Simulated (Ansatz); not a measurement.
**CH2B (quartet): wave-function methods side by side, cc-pVTZ**

One table from this session's results is given with a row withheld; the runs are named, their logs left out.

Program: Ansatz 0.2.0, Gaussian basis. Level of theory: cc-pVTZ, core rule «outside noble gas», up to 2 orbitals frozen. These are calculated values, not measurements.

To be run: UHF; CCSD(T) on ROHF; CCSD(T) on UHF; BCCD(T) on ROHF; CCSDT(Q) on ROHF; CCSDT(Q) on UHF; CASSCF and MRCISD+Q, 9 electrons in 10 orbitals; CASSCF and NEVPT2, 9 electrons in 10 orbitals.

5 further runs of the same task are left out: 5 set aside as unsound or not needed. Runs told in other sessions of the task aren't counted.

**The geometry**

The geometry is a PBE0/def2-TZVP stationary point (not a proven minimum).

4 atoms, charge 0, spin multiplicity 4.

Atoms are counted from 1 here; the program's logs count them from 0.

Bond lengths: B1–C2 1.527 Å, B1–H3 1.203 Å, C2–H4 1.092 Å. Angles: C2–B1–H3 121.6°, B1–C2–H4 134.8°.

The first run:

in.yaml

```yaml
crystal:
  periodic: [false, false, false]
  atoms:
    - {symbol: B, position_ang: [0.000000, -0.104832, 0.802428]}
    - {symbol: C, position_ang: [0.000000, -0.044574, -0.723222]}
    - {symbol: H, position_ang: [0.000000, 0.894880, 1.472485]}
    - {symbol: H, position_ang: [0.000000, 0.760676, -1.461216]}
basis:
  gaussian: {orbitals: cc-pVTZ}
magnetization: {spin_polarized: true, initial_magnetization: 3}
hamiltonian: {xc: hf}
output: {orbitals: {seedname: orbitals}}
```

Run with:

```bash
> ansatz run in.yaml --threads 1 --pin off --events-out ev --progress --plain --max-ram 2560MiB --backend cpu
```

Among the steps run: UHF; CCSD(T) on ROHF; CCSD(T) on UHF; BCCD(T) on ROHF; CCSDT(Q) on ROHF; CCSDT(Q) on UHF; CASSCF and MRCISD+Q, 9 electrons in 10 orbitals; CASSCF and NEVPT2, 9 electrons in 10 orbitals.

One table of the session follows, with a row left open; its other results are not shown here.

| method | from UCCSDT(Q) (meV) |
| --- | --- |
| ROHF | +5975.4 |
| UHF | +5842.9 |
| RMP2 | +1001.2 |
| UMP2 | ? |
| RCCSD | +221.6 |
| UCCSD | +217.9 |
| RCCSD(T) | +35.7 |
| UCCSD(T) | +34.9 |
| BCCD(T) | +35.0 |
| RCCSDT | +7.8 |
| UCCSDT | +6.3 |
| RCCSDT(Q) | +1.7 |
| UCCSDT(Q) | 0 |
| CASSCF valence | +4144.7 |
| NEVPT2 valence | +922.2 |
| MRCISD valence | +264.9 |
| MRCISD+Q valence | +48.6 |

**Question.** Estimate the row for UMP2.

**Answer.** from UCCSDT(Q) (meV): +1018.8. In the column «from UCCSDT(Q) (meV)» it lies between RMP2 (+1001.2) and CASSCF valence (+4144.7).

With the free atoms at the same levels and basis (separate runs), the atomisation energy is 11.065 eV at UCCSDT(Q), 11.057 eV at RCCSD(T), 11.055 eV at UCCSD(T), 9.578 eV at ROHF.

Caveats from the session: Restricted and unrestricted rows rest on different reference determinants; a gap between their highest levels can come from leftover correlation error, from unlike frozen cores or from another state.
